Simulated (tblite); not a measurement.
Species: C₂H₃N₂ (doublet state).
Geometry (GFN2-xTB, Å), atoms numbered from 1 in this order:
```
atom  x, y, z in Å
N1    -1.8864   -0.4796    0.8756
C2    -1.0697   -0.1886    0.0160
C3     0.3916    0.0289    0.2227
N4     1.1007    0.3241   -0.7624
H5    -1.3392   -0.0520   -1.0396
H6     0.7135   -0.0961    1.2603
H7     2.0929    0.4681   -0.5998
```

Calculated harmonic vibrations of the isolated species, GFN2-xTB (tblite), most abundant isotopes, no scaling. This tight-binding method is rough: wavenumbers can miss measured ones by several per cent, in bad cases by 10 to 20. One conformer, not necessarily the lowest. Open shells enter through the occupations alone, without spin polarisation, and single modes of such species can be off by tens of per cent.

Harmonic wavenumbers (cm⁻¹): 100.6, 348.6, 506.1, 645.4, 852.8, 889.1, 974.8, 1091.7, 1163.7, 1296.1, 1708.9, 1820.1, 2812.1, 2895.8, 3353.1.

A = 57133, B = 4959, C = 4563 MHz; mass 55.030 u (most abundant isotopes); point group Cs, symmetry number 1; spin multiplicity 2.

Problem. Zero-point energy?

Solution. Half the sum of the wavenumbers: 10229 cm⁻¹ = 29.25 kcal/mol.

Problem. What is S at 500 K and 1 bar for an ideal gas of classical rigid rotors and harmonic oscillators?

Solution. Translation 40.53, rotation 24.58, vibration 11.73, spin (R ln 2) 1.38: S = 78.2 cal/(mol K).

Problem. And Cp and H(500 K) − H(0)?

Solution. Cp = 21.61 cal/(mol K), of which vibrations give 13.66 (their classical limit is 15 R = 29.8); H(500 K) − H(0) = 7.23 kcal/mol without the zero-point energy, 3.26 from vibrations.

Problem. Blend soft modes into free rotors: weight 1/[1 + (100 cm⁻¹/ν̃)⁴] for the oscillator and the rest for a rotor with moment μB/(μ + B), μ = h/(8π²ν), B = 10⁻⁴⁴ kg m². What vibrational entropy results?

Solution. 11.19 cal/(mol K) in place of 11.73, which changes −T·S at 500 K by +0.27 kcal/mol.

Problem. Which modes carry the vibrational entropy at 500 K?

Solution. 100.6 cm⁻¹: 4.46; 348.6 cm⁻¹: 2.06; 506.1 cm⁻¹: 1.41; 645.4 cm⁻¹: 1.02; 852.8 cm⁻¹: 0.64; 889.1 cm⁻¹: 0.59 cal/(mol K); the other 9 give 1.56 together.

Problem. How do the functions run with temperature in this model?

Solution. 
| T (K) | S (cal/(mol K)) | Cp (cal/(mol K)) | H − H(0) (kcal/mol) | G − H(0) (kcal/mol) | ln q(vib) |
| --- | --- | --- | --- | --- | --- |
| 50 | 48.6 | 9.0 | 0.41 | -2.02 | 0.06 |
| 100 | 55.2 | 10.0 | 0.89 | -4.63 | 0.28 |
| 298.15 | 68.6 | 15.9 | 3.42 | -17.03 | 1.35 |
| 373.15 | 72.4 | 18.2 | 4.70 | -22.31 | 1.81 |
| 750 | 87.9 | 26.3 | 13.27 | -52.69 | 4.27 |
| 1000 | 96.0 | 29.4 | 20.27 | -75.71 | 5.87 |

q(vib) and H(0) count from the zero-point level.

Problem. What must be added to the electronic energy to get the Gibbs energy at 500 K and 1 bar?

Solution. ZPE + [H(500 K) − H(0)] − T·S = 29.25 + 7.23 − 39.11 = -2.63 kcal/mol.

Hindered rotation and anharmonicity are outside this model. Other conformers, if any are populated, would add a mixing term that is left out.
